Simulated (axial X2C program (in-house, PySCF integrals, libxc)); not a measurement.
Photoelectron levels of AlH by EOM-IP-CCSD

Computed with an axial X2C code built on PySCF integrals: two-component X2C with atomic mean-field Coulomb and Gaunt terms, Gaussian nuclei, basis Al dyall-v3z, H dyall-v3z with contracted cores.

R = 1.919 Å (1.150 times 1.669 Å, the PBE0 minimum at charge 0 for the lowest determinant).

Vertical ionisation energies of AlH to the states of AlH⁺:

```csv
Ω of AlH⁺,vertical IE (eV),above lowest (cm⁻¹),ionised spinor,one-hole weight
1/2,8.312,0,"43% Al pσ, 27% H sσ, 25% Al sσ",0.95
1/2,12.043,30093,"63% Al sσ, 33% H sσ",0.82
```

This point took 0.76 s on 1 thread of Intel(R) Xeon(R) Processor @ 2.30GHz (shared host).

Reference electrons by ω block (each with its −ω partner): 1/2: 6, 3/2: 1. 4 electrons of AlH correlated (inner shells frozen), 74 natural virtual spinors (a truncated set); levels can be off by some tenths of an eV. Roots sought by Ω: (1/2: 4, 3/2: 3, 5/2: 1); the list ends where they run out and leaves out roots under 60 % one-particle weight. The solver can skip a root, and states that need a further excitation, which the method places far too high, are missing though they may lie low or lowest. T1 of the reference 0.015 (Lee–Taylor). Number of frozen shells: Al 2 s, 1 p; H none.
